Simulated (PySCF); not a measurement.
Gas-phase reaction: 2 H3SiSiCl3 + 2 SiH3 ⇌ 2 c-Si3H6 + 3 Cl2

Energies from PySCF, thermal terms from the rigid-rotor harmonic-oscillator model, ideal gas at 1 bar. † marks an energy on the PBE0/def2-TZVP geometry and frequencies; other levels use their own. MP2 and CCSD(T) freeze the core. Open shells (unrestricted): SiH3 (multiplicity 2); the rest are closed-shell singlets. H3SiSiCl3, c-Si3H6: computed as isolated molecules; such fragments, hydroxides, amides, oligomers or adducts are transient or little studied in the gas. MP2 isn't extrapolated to the basis-set limit; its ΔH°(298 K) is 1128.7 kJ in def2-SVP and 1110.2 kJ in def2-TZVPP. CCSD(T) isn't extrapolated to the basis-set limit. The harmonic model lacks anharmonicity and excited electronic states, which grow with temperature; levels with a mode under 35 cm⁻¹ are left out. Internal rotation in H3SiSiCl3 is treated as a harmonic vibration of one conformer, which makes the entropy rough.

```csv
level,"ΔE electronic, kJ","ΔH°(298 K), kJ","ΔS°(298 K), J/K","ΔG°(2000 K), kJ"
CCSD(T)/def2-SVP†,1063,1056,96,865
HF/def2-TZVP†,1206,1200,96,1008
M06-2X/def2-TZVP†,1059,1053,96,861
MP2/def2-TZVPP†,1117,1110,96,919
PBE/def2-SVP,970,962,101,759
LDA/def2-TZVP†,939,933,96,741
```
ΔH° is lowest at LDA/def2-TZVP† and highest at HF/def2-TZVP†. No reference value is set beside these.
